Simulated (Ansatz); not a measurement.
The input, for Ansatz 0.2.0:

```yaml
crystal:
  periodic: [false, false, false]
  atoms:
    - {symbol: B, position_ang: [0.000000, -0.118289, 0.404237]}
    - {symbol: Al, position_ang: [0.000000, -0.042889, -2.321279]}
    - {symbol: H, position_ang: [0.000000, 0.161178, 1.917042]}
basis:
  gaussian: {orbitals: 6-31G}
magnetization: {spin_polarized: true, initial_magnetization: 1}
correlation: {method: ccsdtq, electrons: outside_noble_gas}
```

```sh
$ ansatz run in.yaml --threads 1 --pin off --events-out ev --progress --plain --max-ram 2393MiB
```

The program prints:

```
493 factors; integrals over basis functions are off by at most 1.7e-7 eV
mean field evaluation 1: about -7264.0010 eV, gradient 4.9e0 eV
mean field evaluation 2: about -7264.0012 eV, gradient 4.9e0 eV
mean field evaluation 4: about -7264.5371 eV, gradient 7.5e-1 eV
mean field evaluation 8: about -7264.6762 eV, gradient 2.8e-1 eV
mean field evaluation 16: about -7264.6917 eV, gradient 2.7e-6 eV
mean field evaluation 32: about -7264.6916 eV, gradient 4.4e-2 eV
mean field evaluation 64: about -7264.6094 eV, gradient 5.8e-1 eV
mean field evaluation 96: about -7264.6801 eV, gradient 1.4e-1 eV
mean field evaluation 128: about -7264.6397 eV, gradient 5.5e-1 eV
mean field evaluation 160: about -7264.5017 eV, gradient 6.5e-1 eV
...
cycle  17  -2.94274221 eV  change    3.6e-5 eV  update   4.6e-5
cycle  18  -2.94272441 eV  change    1.8e-5 eV  update   3.3e-5
cycle  19  -2.94272275 eV  change    1.7e-6 eV  update   1.7e-5
cycle  20  -2.94273065 eV  change   -7.9e-6 eV  update   1.1e-5
cycle  21  -2.94274225 eV  change   -1.2e-5 eV  update   7.5e-6
cycle  22  -2.94274501 eV  change   -2.8e-6 eV  update   4.0e-6
cycle  23  -2.94274591 eV  change   -9.0e-7 eV  update   2.5e-6
cycle  24  -2.94274591 eV  change   -3.8e-9 eV  update   1.6e-6
cycle  25  -2.94274515 eV  change    7.6e-7 eV  update   1.1e-6
cycle  26  -2.94274473 eV  change    4.3e-7 eV  update   7.8e-7
Total energy: -7267.63443890 eV, -267.0806394502 hartree
```

For the same geometry and basis full CI lies 0.5 meV lower.

Ran on 1 thread of Intel Xeon 6975P-C, shared host: 17 s wall, 0.18 GiB peak host memory.
